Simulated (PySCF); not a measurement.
# Name the molecule from its bond curve

A diatomic of charge 0 contains H. Its triplet curve at TPSSh in a triple-zeta basis (no relativity, PySCF), in eV from the separated fragments:

```
R (Å)  E (eV)
0.893  -3.291
0.934  -3.592
0.976  -3.768
1.007  -3.835
1.038  -3.858
1.069  -3.843
1.111  -3.778
1.163  -3.641
1.225  -3.420
1.308  -3.067
```

The fit gives ωe = 3280 cm⁻¹ and the rotational constant Bₑ = 16.57 cm⁻¹.

**Question.** Which atom is the partner?

**Answer.** The minimum lies at 1.040 Å, so the reduced mass is 16.8576 u Å² cm⁻¹/(Bₑ·Re²) = 0.9406 u. With H at 1.01 u the partner weighs about 13.7 u: N. The molecule is NH.

The state was picked by a PBE0 search and need not be the measured ground state.
